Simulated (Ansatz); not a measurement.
System: bcc Na. Method: r²SCAN (PAW; Ansatz, a program for electronic structure).

A relaxed, unreconstructed slab of the (111) face has 12 atoms, two equal faces of 30.919 Å² each and an energy of -17862.3192 eV. A bulk cell of 3 atoms with the same orientation and in-plane k mesh has -4465.8428 eV. Energies are extrapolated to zero smearing.

Numerical settings: plane-wave cutoff 500 eV, 12×12×1 k mesh (along the axes of the cell as run), Fermi–Dirac smearing 0.1 eV, scalar-relativistic PAW data made under PBE.

Worked out: γ = (E_slab − N E_bulk per atom)/2A = [-17862.3192 − 12 × (-4465.8428/3)]/(2 × 30.919) = 0.0170 eV/Å². With 16.022 J/m² per eV/Å² this is 0.27 J/m², or 0.53 eV per surface cell and face.
